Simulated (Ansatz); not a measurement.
**BSiN+ (quartet): the correlation ladder, def2-QZVPP**

The task here is to estimate one member of a computed series from the others.

Program: Ansatz 0.2.0, Gaussian basis. Level of theory: def2-QZVPP, core rule «outside noble gas», up to 7 orbitals frozen. These are calculated values, not measurements.

To be run: UHF; ROHF; CCSD(T) on UHF.

2 further runs of the same task are left out: 2 set aside as unsound or not needed.

## What is computed

The geometry is a PBE0/def2-TZVP stationary point (not a proven minimum) of the parent state, kept for this charge and spin.

3 atoms, charge 1, spin multiplicity 4.

Atoms are counted from 1 here; the program's logs count them from 0.

Bond lengths: B1–N2 1.274 Å, N2–Si3 1.674 Å. Angles: B1–N2–Si3 180.0°.

As a file:

```xyz
3
charge 1, multiplicity 4
B     0.0000    0.0000   -1.4078
N     0.0000    0.0000   -0.1333
Si    0.0000    0.0000    1.5410
```

Set-up of the first run:

The input, in.yaml:

```yaml
crystal:
  periodic: [false, false, false]
  atoms:
    - {symbol: B, position_ang: [0.000000, 0.000000, -1.407767]}
    - {symbol: N, position_ang: [0.000000, 0.000000, -0.133267]}
    - {symbol: Si, position_ang: [0.000000, 0.000000, 1.541033]}
basis:
  gaussian: {orbitals: "def2-QZVPP.json"}
total_charge: 1
magnetization: {spin_polarized: true, initial_magnetization: 3}
hamiltonian: {xc: hf}
output: {orbitals: {seedname: orbitals}}
```

Started as:

```
> ansatz run in.yaml --threads 1 --pin off --events-out ev --progress --plain --max-ram 2393MiB
```

Among the steps run: UHF; ROHF; CCSD(T) on UHF.

One table of the session follows, with a row left open; its other results are not shown here.

| method | from UCCSD(T) (meV) |
| --- | --- |
| ROHF | +9200.8 |
| UHF | +9072.0 |
| UMP2 | ? |
| UCCSD | +505.5 |
| UCCSD(T) | 0 |

Q: Estimate the row for UMP2 from the others.

As computed: from UCCSD(T) (meV): +719.7. In the column «from UCCSD(T) (meV)» it lies between UCCSD (+505.5) and UHF (+9072.0).
